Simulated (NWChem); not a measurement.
# Polarisability of acetylene (C2H2)

SMILES: C#C
```xyz
4

C      0.0000     0.0000    -0.6043
C      0.0000     0.0000     0.6043
H      0.0000     0.0000    -1.6792
H      0.0000     0.0000     1.6792
```
Charge 0, spin multiplicity 1.

Program: NWChem. All single points use one geometry, from PBE0/def2-SVP, a minimum by its harmonic frequencies.

Basis set: Sadlej pVTZ. Static limit.

The correlated methods keep 2 core orbitals frozen. B3LYP has NWChem's definition, with VWN1-RPA local correlation. No row is a measurement; the coupled-cluster row has its own basis-set and correlation limits.

Q: For the isotropic polarisability, PBE gives 24.09 bohr³ and HF gives 23.39 bohr³. What do CCSD linear response, B3LYP give?

A: CCSD linear response: 22.57 bohr³; B3LYP: 23.93 bohr³.
